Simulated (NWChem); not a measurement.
Species: acetylene (C₂H₂); SMILES C#C

Program: NWChem. Pople sets run with spherical d functions. Coordinates come from a PBE0/def2-SVP optimisation.

Problem. Taking B3LYP/def2-TZVP as the yardstick, which of these has the fewest basis functions while keeping “highest occupied level (eV)” within 0.1 eV of it: B3LYP/6-31+G*; B3LYP/6-31G*; B3LYP/def2-SVP; B3LYP/6-311++G**; B3LYP/STO-3G; B3LYP/def2-SVPD; B3LYP/3-21G?

Solution. B3LYP/6-31+G*.
```csv
level,basis functions,highest occupied level (eV)
B3LYP/STO-3G,12,-6.23
B3LYP/3-21G,22,-7.87
B3LYP/6-31G*,32,-7.65
B3LYP/def2-SVP,38,-7.97
B3LYP/6-31+G*,40,-8.06
B3LYP/def2-SVPD,56,-8.12
B3LYP/6-311++G**,58,-8.16
B3LYP/def2-TZVP,74,-8.13
```

The yardstick is one finite set, not the basis-set limit.
